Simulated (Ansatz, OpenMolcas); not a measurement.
## C4H5N (pyrrole): from total energies to a heat of formation

C4H5N: 10 atoms, total charge 0, spin state singlet. As SMILES, `c1cc[nH]c1`. The coordinates come from a PBE0-D4/def2-TZVP relaxation.

Total energies at HF/3-21G (OpenMolcas 26.06); the atoms run unrestricted:

| species | state | energy (Eh) |
| --- | --- | --- |
| C4H5N | singlet | -207.646420 |
| C | triplet | -37.481070 |
| N | quartet | -54.105390 |
| H | doublet | -0.496199 |

Harmonic wavenumbers at PBE0-D4/def2-TZVP, in cm⁻¹: 488, 632, 648, 694, 735, 832, 874, 878, 902, 1044, 1075, 1102, 1168, 1194, 1313, 1441, 1478, 1518, 1591, 3256, 3267, 3281, 3288, 3704.

Measured heats of formation of the gaseous atoms at 298.15 K, in kJ/mol: C 716.9, N 472.4, H 218.0. Spin-orbit lowering of the atoms at 298 K (mean of the ground term's levels less their thermal mean, from spectra), in kJ/mol: C 0.02. Take 1 Eh = 2625.50 kJ/mol, 1 cm⁻¹ = 0.0119627 kJ/mol, RT = 2.479 kJ/mol.

What heat of formation follows?


1. Electronic atomisation energy: 4 × (-37.481070) + (-54.105390) + 5 × (-0.496199) − (-207.646420) = 1.135755 Eh = 2981.9 kJ/mol.
2. Zero-point energy: half the sum of the wavenumbers, 18201.5 cm⁻¹ = 217.7 kJ/mol.
3. Thermal vibrational enthalpy, Σ hcν̃/(exp(hcν̃/kT) − 1): 2.9 kJ/mol. Translation, rotation and pV of a non-linear molecule: 4 RT = 9.9 kJ/mol.
4. The 10 free atoms carry 5/2 RT each: 62.0 kJ/mol.
5. Spin-orbit coupling lowers the free atoms by 4 × 0.02 = 0.1 kJ/mol.
6. Atomisation enthalpy at 298 K: 2981.9 − 0.1 − 217.7 − 2.9 − 9.9 + 62.0 = 2813.3 kJ/mol.
7. Sum of the atoms' heats of formation: 4430.0 kJ/mol. Heat of formation: 4430.0 − 2813.3 = +1616.7 kJ/mol.

The tabulated value is +108.2 kJ/mol (CRC Handbook of Chemistry and Physics), so this level is off by +1508.5 kJ/mol, or 34.9 % of the atomisation enthalpy. Hartree–Fock leaves out correlation, which is larger in the molecule than in the atoms, so it underbinds and puts the heat of formation too high. A basis without polarisation functions underbinds badly. Anharmonicity and any spin-orbit splitting of the molecule are left out.
